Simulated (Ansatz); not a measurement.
Rb (bcc, W type): values from a third-order Birch-Murnaghan fit to a volume scan beside measured ones. Computed values: PBEsol (plane waves to 420 eV, PAW, scalar-relativistic; Ansatz, a quantum-chemistry and plane-wave program). Rb was relaxed with its symmetry unable to fall.

```
quantity                reference                                       kind
----------------------  ---------  -----------------------------------------
Lattice constant a (Å)      5.576  measured, corrected to the static lattice
```

References as given in: Gábor I. Csonka, John P. Perdew, Adrienn Ruzsinszky et al., Physical Review B (2009), arXiv:0903.4037.

Task: What does PBEsol give, and how far is that from the reference?

Result: 
```tsv
quantity	PBEsol	difference
Lattice constant a (Å)	5.570	-0.1 %
```

For the lattice constant a it lies within 0.3 % of the reference.

(A scan under strain: stresses follow from slopes of the energy per volume, elastic moduli from its curvatures.)
